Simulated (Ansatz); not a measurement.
# [H···H···Cl], doublet: transfer scan

Starting geometry:

```xyz
3

H     0.0000    0.0000   -1.0520
H     0.0000    0.0000   -0.3070
Cl    0.0000    0.0000    1.3590
```

From there H2 is moved from one fragment to the other while all else, the fragments' distance too, stays fixed; atoms are numbered as listed. Energies are in eV, counted from the starting geometry at the same level. Kohn–Sham curves are unrestricted where that lies lower.

Basis cc-pVDZ; Ansatz 0.2.0. Only valence electrons are correlated (noble-gas cores frozen).

Full CI is exact within this basis and frozen core; it isn't the basis-set limit.

| distance H1-H2 (Å) | r2SCAN |
| --- | --- |
| 0.693 | 0.147 |
| 0.745 | 0.000 |
| 0.790 | -0.062 |
| 0.835 | -0.089 |
| 0.880 | -0.096 |
| 0.926 | -0.095 |
| 0.971 | -0.090 |
| 1.016 | -0.079 |
| 1.061 | -0.055 |

Task: Estimate the full CI curve in cc-pVDZ from this one, knowing how r2SCAN errs.

Result: The computed full CI values, in eV from the starting point, and the error of r2SCAN against them:
```tsv
distance H1-H2 (Å)	full CI	r2SCAN less full CI
0.693	0.096	0.051
0.745	0.000	0.000
0.790	-0.019	-0.043
0.835	-0.006	-0.082
0.880	0.019	-0.114
0.926	0.042	-0.137
0.971	0.056	-0.146
1.016	0.062	-0.141
1.061	0.071	-0.125
```

The error spans 0.197 eV and is largest, -0.146 eV, at 0.971 Å.

In so small a basis the reference is far from its limit while semilocal and hybrid functionals are nearer theirs, so the functionals' errors here hold much of the reference's basis and frozen-core error, which can add to them or hide them.
